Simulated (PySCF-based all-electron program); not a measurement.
# Force along the bond of BCl, singlet

Calculated with an in-house all-electron program built on PySCF, in large uncontracted Gaussian sets near the basis limit; Koelling–Harmon scalar relativity, no spin–orbit coupling, spin-restricted. Forces are good to about 0.008 eV/Å. A positive force pushes the atoms apart.

| r (Å) | LDA (eV/Å) | PBEsol (eV/Å) | PBE (eV/Å) |
| --- | --- | --- | --- |
| 1.557 | 4.920 | 5.396 | 5.538 |
| 1.730 | -0.452 | -0.135 | ? |
| 1.903 | – | – | ? |

Task: Fill in the missing PBE forces.

Result: 1.730 Å: -0.021 eV/Å; 1.903 Å: -2.264 eV/Å.

Task: Between which listed lengths does the PBE force vanish, and at which of the two is it smaller?

Result: Between 1.557 and 1.730 Å. The force is smaller at 1.730 Å.

Task: At 1.730 Å, order the functionals from the one that pulls the atoms together most to the one that pushes them apart most.

Result: LDA (-0.452), PBEsol (-0.135), PBE (-0.021).
